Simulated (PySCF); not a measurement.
Compound: C2H2NO2 (charge -1).
SMILES: `[H]/N=C/C(=O)[O-]`

The closed-shell SCF was solved with PySCF and density fitting under several settings on one GFN2-xTB geometry (grid level 2 and gas phase unless stated).

| settings | basis functions | SCF cycles | E (Eh) | HOMO (eV) | LUMO (eV) |
| --- | --- | --- | --- | --- | --- |
| PBE0/pcSseg-1 | 95 | 14 | -282.3065 | -1.06 | 4.14 |
| PBE0/pcSseg-1, grid level 3 | 95 | 14 | -282.3065 | -1.06 | 4.14 |
| PBE0/ANO-RCC-VDZP | 80 | 16 | -282.4260 | -1.26 | 4.12 |
| KT2/pcJ-1 | 155 | 18 | -287.0881 | 0.48 | 3.23 |

Task: Estimate the row for these settings: PBE0/Sadlej pVTZ, IEF-PCM acetone, grid level 3, level shift 0.1 Eh.

Result: 
| settings | basis functions | SCF cycles | E (Eh) | HOMO (eV) | LUMO (eV) |
| --- | --- | --- | --- | --- | --- |
| PBE0/Sadlej pVTZ, IEF-PCM acetone, grid level 3, level shift 0.1 Eh | 138 | 11 | -282.5238 | -6.49 | -0.61 |

Task: Over all rows, what range does the HOMO–LUMO gap span?

Result: From 2.75 eV (KT2/pcJ-1) to 5.88 eV (PBE0/Sadlej pVTZ, IEF-PCM acetone, grid level 3, level shift 0.1 Eh). The functional of the narrowest has no exact exchange, that of the widest 25 % exact exchange.

Task: Compare two rows with the functional PBE0: PBE0/pcSseg-1 and PBE0/ANO-RCC-VDZP. Which energy is lower, and by how much?

Result: PBE0/ANO-RCC-VDZP (80 functions) lies 0.1195 Eh or 75 kcal/mol below PBE0/pcSseg-1 (95 functions). The smaller set gives the lower energy; the two sets aren't nested, so the variational bound doesn't order them by size.

Cycle counts include a coarse-grid stage where the run had one. KT2 was designed for NMR shieldings or shifts; total energies of different functionals aren't comparable. ANO-RCC sets were contracted for a scalar-relativistic Hamiltonian, but ran non-relativistically here. The HOMO energy is positive at KT2/pcJ-1; such an orbital is held in place by the finite basis. Geometry: GFN2-xTB; no vibrations or thermal averaging.

Shape of the structure used: `[H]/[N:1]=[CH:2]/[C:3](=[O:4])[O-:5]`: N1–C2–C3–O4 -1°.
